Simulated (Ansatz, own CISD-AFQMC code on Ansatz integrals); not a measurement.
C3H4, SMILES `C#CC` (charge 0, multiplicity 1).

Cartesian coordinates (Å):
```xyz
7

C      1.6988     0.0117     0.0662
C      0.4998     0.0035     0.0195
C     -0.9487    -0.0065    -0.0370
H      2.7619     0.0191     0.1077
H     -1.3777     0.1724     0.9516
H     -1.3172    -0.9700    -0.3966
H     -1.3169     0.7700    -0.7115
```
Charge 0, multiplicity 1.

Frozen-core correlation energies in cc-pVDZ at a geometry from PBE0-D3(BJ)/def2-TZVP, on an HF energy of -115.87427 Ha (<S^2> = 0.00). Wave-function levels are from Ansatz, the walk from an own CISD-AFQMC code on Ansatz integrals (time step 0.005/Ha, trial state from CCSD amplitudes, largest double 0.07).

```csv
level,correlation energy (mHa)
MP2,-395.6
CCSD,-424.9
CCSD(T),-440.6
CCSDT(Q),-442.4
```

**Question.** What correlation energy does phaseless AFQMC give, and where does it lie among these levels?

**Answer.** -441.7 ± 0.4 mHa (one standard error). AFQMC minus each level: MP2 -46.2 mHa, CCSD -16.8 mHa, CCSD(T) -1.2 mHa, CCSDT(Q) +0.7 mHa.
